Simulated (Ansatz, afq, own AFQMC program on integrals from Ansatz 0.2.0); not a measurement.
AFQMC on a folder of integrals that Ansatz 0.2.0 wrote.

```yaml
crystal:
  periodic: [false, false, false]
  atoms:
    - {symbol: Ge, position_ang: [-0.001989, 0.000001, 1.207499]}
    - {symbol: Ge, position_ang: [-0.001381, -0.000001, -1.281547]}
    - {symbol: H, position_ang: [1.500233, -0.000013, 1.588157]}
    - {symbol: H, position_ang: [-0.628647, 1.243483, 1.874144]}
    - {symbol: H, position_ang: [-0.628670, -1.243469, 1.874145]}
basis:
  gaussian: {orbitals: cc-pVDZ}
magnetization: {spin_polarized: true, initial_magnetization: 1}
correlation: {method: ccsd_t, electrons: outside_noble_gas, hamiltonian_folder: ham}
```

```sh
$ ansatz run in.yaml --threads 1 --pin off --events-out ev --progress --plain --max-ram 1382MiB
```

Options of the walk:

```
--method free --trial cisd --walkers 60 --time-step 0.03 --max-blocks 80 --target-error 0.0004 --factor-cut 1e-05 --seed 9135 --times 0,0.21,0.42,0.81,1.2,1.8,2.4,3 --taylor-order 8
```

Times are imaginary, in 1/Eh. The walk had a cap of 1706 s. Filled inner d shells are frozen with the cores.

Output of the walk:

```
orbitals 41  electrons 6 5  factors 334 of 784
reference energy -4152.37167851 Eh
CCSD correlation -0.19540332 Eh in 16 cycles, weight of the determinant in the CISD state 0.8639
repeat  energy at the last time / Eh  error
    10  -4152.572912  0.000826
    20  -4152.572538  0.000484
    30  -4152.572781  0.000459
    40  -4152.572895  0.000374
time / (1/Eh)  energy / Eh  error  mean overlap
  0.00  -4152.567032  0.000165  1.1574
  0.21  -4152.569173  0.000187  1.1562
  0.42  -4152.570538  0.000201  1.1472
  0.81  -4152.571603  0.000236  1.1538
  1.20  -4152.572538  0.000219  1.1429
  1.80  -4152.572865  0.000258  1.1479
  2.40  -4152.572926  0.000352  1.1625
  3.00  -4152.572827  0.000368  1.1785
energy -4152.572827 +/- 0.000368 Eh
```

The run passed its tests (error under three times the target), which doesn't prove that it has relaxed.

Against this walk (error 10.0 meV) on the same determinant: CCSD(T) 22.9 meV higher, the released energy of a separate walk with a CISD trial 9.0 ± 15.0 meV lower (within the noise). The error is statistical, and a free projection of finite length keeps a remainder of its start.

Cautions: remainder of the start not in the error; no relativity below Rb; no spin-orbit coupling; inner d shell frozen.

The walk took 3.2 min on 1 thread of Arm Neoverse V2 (shared host). The log's last line is the free-projection energy.

A walk keeps the symmetry of its determinant, which the program's search chose and which needn't be the lowest solution, so a lower state of the same spin and another symmetry isn't excluded.
